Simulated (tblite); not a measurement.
Compound: 2-methylpentane, C6H14.
Atom-mapped SMILES: `[CH3:1][CH2:2][CH2:3][CH:4]([CH3:5])[CH3:6]` (hydrogens: H7, H8, H9 on C1; H10, H11 on C2; H12, H13 on C3; H14 on C4; H15, H16, H17 on C5; H18, H19, H20 on C6)

Computed with GFN2-xTB (tblite), gas phase: Langevin dynamics at 300 K from the optimised GFN2-xTB geometry, time step 0.5 fs, friction 0.01 fs⁻¹, 2000 steps.

Start geometry:
```
atom  x, y, z in Å
C1      2.750   -0.558   -0.133
C2      1.369   -0.569    0.511
C3      0.379    0.296   -0.266
C4     -0.989    0.435    0.411
C5     -1.849    1.437   -0.358
C6     -1.716   -0.904    0.503
H7      2.697   -0.936   -1.152
H8      3.439   -1.184    0.429
H9      3.151    0.453   -0.164
H10     1.444   -0.197    1.536
H11     1.007   -1.597    0.554
H12     0.242   -0.122   -1.266
H13     0.810    1.294   -0.384
H14    -0.834    0.818    1.427
H15    -2.815    1.566    0.125
H16    -1.360    2.408   -0.408
H17    -2.018    1.087   -1.374
H18    -1.181   -1.601    1.142
H19    -2.713   -0.765    0.917
H20    -1.817   -1.348   -0.486
```

The statistics below take the 31 frames saved every 25 fs from 250 to 1000 fs; their kinetic temperature (all 3N coordinates) averages 312 K.

**Question.** Give the mean, spread and extremes of the bond lengths.

**Answer.** 
| bond | start (Å) | mean (Å) | standard deviation (Å) | shortest (Å) | longest (Å) |
| --- | --- | --- | --- | --- | --- |
| C1–C2 | 1.524 | 1.528 | 0.032 | 1.476 | 1.585 |
| C2–C3 | 1.527 | 1.535 | 0.037 | 1.467 | 1.639 |
| C3–C4 | 1.533 | 1.544 | 0.029 | 1.491 | 1.603 |
| C4–C5 | 1.528 | 1.531 | 0.037 | 1.453 | 1.597 |
| C4–C6 | 1.527 | 1.541 | 0.033 | 1.482 | 1.603 |
| C1–H7 | 1.088 | 1.096 | 0.033 | 1.040 | 1.190 |
| C1–H8 | 1.088 | 1.092 | 0.019 | 1.052 | 1.133 |
| C1–H9 | 1.088 | 1.098 | 0.039 | 1.021 | 1.178 |
| C2–H10 | 1.093 | 1.095 | 0.022 | 1.051 | 1.170 |
| C2–H11 | 1.091 | 1.096 | 0.041 | 1.028 | 1.167 |
| C3–H12 | 1.093 | 1.095 | 0.028 | 1.037 | 1.142 |
| C3–H13 | 1.093 | 1.099 | 0.034 | 1.027 | 1.160 |
| C4–H14 | 1.096 | 1.095 | 0.035 | 1.042 | 1.182 |
| C5–H15 | 1.088 | 1.092 | 0.019 | 1.053 | 1.132 |
| C5–H16 | 1.088 | 1.092 | 0.037 | 1.023 | 1.161 |
| C5–H17 | 1.088 | 1.087 | 0.020 | 1.050 | 1.120 |
| C6–H18 | 1.087 | 1.092 | 0.028 | 1.042 | 1.135 |
| C6–H19 | 1.088 | 1.091 | 0.028 | 1.038 | 1.136 |
| C6–H20 | 1.088 | 1.093 | 0.028 | 1.046 | 1.144 |

**Question.** Give the same statistics for bond angles, one of each kind among heavy atoms.

**Answer.** 
| angle | start (°) | mean (°) | standard deviation (°) | smallest (°) | largest (°) |
| --- | --- | --- | --- | --- | --- |
| C1–C2–C3 | 111.6 | 111.6 | 3.0 | 105.7 | 118.6 |
| C2–C3–C4 | 113.9 | 114.3 | 4.5 | 104.7 | 122.7 |
| C3–C4–C5 | 109.8 | 110.7 | 3.1 | 104.7 | 117.2 |
| C3–C4–C6 | 111.9 | 111.3 | 3.6 | 104.9 | 121.3 |
| C5–C4–C6 | 109.7 | 109.6 | 3.1 | 102.4 | 115.1 |

**Question.** How far does each atom move about its mean position (frames aligned on the start, all atoms weighted alike), and what rms force does it feel?

**Answer.** 
```csv
atom,rms displacement (Å),rms force (eV/Å)
C1,0.13,1.78
C2,0.18,2.07
C3,0.13,2.17
C4,0.08,1.96
C5,0.11,1.97
C6,0.13,1.74
H7,0.86,1.17
H8,0.84,0.81
H9,0.94,1.28
H10,0.35,0.74
H11,0.35,1.32
H12,0.20,0.97
H13,0.20,1.15
H14,0.19,1.09
H15,0.32,0.71
H16,0.32,1.33
H17,0.36,0.83
H18,0.28,1.05
H19,0.37,1.02
H20,0.34,0.98
```

The displacements run from 0.08 to 0.94 Å, the largest at H9.

**Question.** How widely does the potential energy scatter, against a harmonic estimate?

**Answer.** Mean 0.72 eV above the start, standard deviation 0.142 eV, range 0.40 to 1.10 eV. For 54 classical harmonic modes at 300 K the canonical values are 54kT/2 = 0.70 eV and kT·√(54/2) = 0.134 eV.

The run is classical and short, so these are rough statistics of one trajectory.

What follows is the cost of the whole dynamics run. Hardware: Arm Neoverse V1, one thread (shared host). Cost: 11 s wall, 0.18 GiB resident at most.
